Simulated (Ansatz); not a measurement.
CH5N2+ (`NC=[NH2+]`), relaxed with RKS PBE0-D4/def2-TZVP in Ansatz from a GFN2-xTB geometry. The force threshold is 0.005 eV/Å; the program also tests the step.

The species carries charge 1 and has multiplicity 1.

Start:

```xyz
8

N    -0.754    0.835    0.298
C    -0.037    0.037   -0.439
N     0.782   -0.863    0.028
H    -0.718    0.805    1.311
H    -1.375    1.517   -0.116
H    -0.127    0.126   -1.518
H     1.316   -1.459   -0.589
H     0.913   -0.999    1.024
```

Problem. By how much does the energy fall, and how many steps does the optimiser take? (Best estimate.)

Solution. Ansatz gave: 0.01 eV, in 4 steps.

Problem. Which bonds change most? (Best estimate.)

Solution. Computed: N3–H8 from 1.014 to 1.010 Å; N1–H4 from 1.014 to 1.010 Å; N1–H5 from 1.011 to 1.009 Å; N3–H7 from 1.011 to 1.009 Å.

Problem. Give the relaxed structure. (Estimate.)

Solution. Ansatz gave: 
```xyz
8

N    -0.758    0.839    0.305
C    -0.035    0.035   -0.425
N     0.786   -0.867    0.034
H    -0.741    0.830    1.315
H    -1.368    1.509   -0.138
H    -0.126    0.125   -1.503
H     1.305   -1.447   -0.608
H     0.937   -1.025    1.020
```
